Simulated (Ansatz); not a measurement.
in.yaml

```yaml
crystal:
  periodic: [false, false, false]
  atoms:
    - {symbol: H, position_ang: [-2.602474, 0.000000, -0.000001]}
    - {symbol: H, position_ang: [-1.545474, 0.000000, 0.000000]}
    - {symbol: Ge, position_ang: [0.036526, 0.000000, 0.000000]}
    - {symbol: H, position_ang: [0.505195, -1.465915, 0.000000]}
    - {symbol: H, position_ang: [0.505195, 0.732957, -1.269519]}
    - {symbol: H, position_ang: [0.505194, 0.732957, 1.269520]}
basis:
  gaussian: {orbitals: cc-pVDZ}
magnetization: {spin_polarized: false, initial_magnetization: 1}
correlation: {method: ccsdt_q, electrons: outside_noble_gas}
```

```sh
$ ansatz run in.yaml --threads 1 --pin off --events-out ev --progress --plain --max-ram 2393MiB
```

The program prints:

```
1009 factors; integrals over basis functions are off by at most 2.1e-7 eV
mean field evaluation 1: about -56547.6003 eV, gradient 9.3e0 eV
mean field evaluation 2: about -56547.6154 eV, gradient 9.4e0 eV
mean field evaluation 4: about -56548.3382 eV, gradient 1.1e0 eV
mean field evaluation 8: about -56548.3722 eV, gradient 2.0e-1 eV
mean field evaluation 16: about -56548.3416 eV, gradient 5.9e-1 eV
mean field -56548.37350556 eV, -2078.1143964652 hartree, gradient 7.6e-6 eV, S^2 0.750000; 0 other end points of the search recorded, 0 dependent functions left out
14 core orbitals not correlated: weight in the atoms' cores, before any rotation towards them, 0.999 or more for the frozen orbitals, at most 0.000 for the correlated occupied ones
reference -56548.37350556 eV, -2078.1143964652 hartree; 5, 4 occupied and 33, 34 virtual orbitals, 1009 factors
second order -3.37576063 eV of doubles, -0.08121156 eV of singles
cycle   1  -4.10666438 eV  change   -6.5e-1 eV  update   6.5e-2
cycle   2  -4.43890104 eV  change   -3.3e-1 eV  update   2.9e-2
cycle   3  -4.46202158 eV  change   -2.3e-2 eV  update   1.1e-2
cycle   4  -4.46766153 eV  change   -5.6e-3 eV  update   5.6e-3
cycle   5  -4.46616424 eV  change    1.5e-3 eV  update   1.8e-3
cycle   6  -4.46567921 eV  change    4.9e-4 eV  update   6.6e-4
cycle   7  -4.46622158 eV  change   -5.4e-4 eV  update   2.2e-4
cycle   8  -4.46629457 eV  change   -7.3e-5 eV  update   7.2e-5
cycle   9  -4.46626075 eV  change    3.4e-5 eV  update   3.5e-5
cycle  10  -4.46626067 eV  change    7.9e-8 eV  update   1.6e-5
cycle  11  -4.46626587 eV  change   -5.2e-6 eV  update   7.3e-6
cycle  12  -4.46626475 eV  change    1.1e-6 eV  update   2.3e-6
cycle  13  -4.46626499 eV  change   -2.4e-7 eV  update   1.0e-6
cycle  14  -4.46626372 eV  change    1.3e-6 eV  update   4.3e-7
cycle  15  -4.46626338 eV  change    3.4e-7 eV  update   1.9e-7
perturbative correction -0.00213611 eV, -0.0000785006 hartree
Total energy: -56552.84190505 eV, -2078.2786071177 hartree
```

Ran on 1 thread of Intel Xeon Platinum 8259CL, shared host: 20 s wall, 0.35 GiB peak host memory.
